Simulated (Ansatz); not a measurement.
A made-up structure of NaBH2S, singlet:

B1  (0.244, 0.222, -0.472)
S2  (0.951, -1.148, 0.349)
Na3  (-1.104, -0.567, 1.662)
H4  (1.972, -2.008, 0.609)
H5  (-0.796, 0.766, -0.082)
(Å)

It is relaxed with PBE-D4/def2-SVP and then PBE0-D4/def2-TZVP (Ansatz 0.2.0). Atoms count as bonded within 1.22 times the sum of their covalent radii (H–H: 0.88 Å). The end point is not checked to be a true minimum.

(1) Does its bonding change? (A judgement: the text doesn't fix the answer.)

## Answers

(1) By the calculation: Yes. Formed: none; broken: S2–Na3, Na3–H5.

Where it ends: The first stage lowers the energy by 1.80 eV in 8 steps. It ends as NaBH₂S ([Na][BH][SH]):
```tsv
atom	x (Å)	y (Å)	z (Å)
B1	-0.0037	-0.0706	0.3012
S2	1.6588	-0.6550	0.0561
Na3	-1.9835	-1.1608	1.2867
H4	1.6212	-1.9063	0.5527
H5	-0.0264	1.0580	-0.1305
```

Labels in which every atom is bracketed show which atoms are joined, not bond orders.

For scale, one of the runs: PBE0-D4/def2-TZVP relaxation, 112 basis functions, launched by `ansatz run in.yaml --threads 2 --pin off --events-out ev --progress --plain --max-ram 4352MiB`. The run took about 43 s on 2 CPU threads of an Arm Neoverse V2 (shared host).
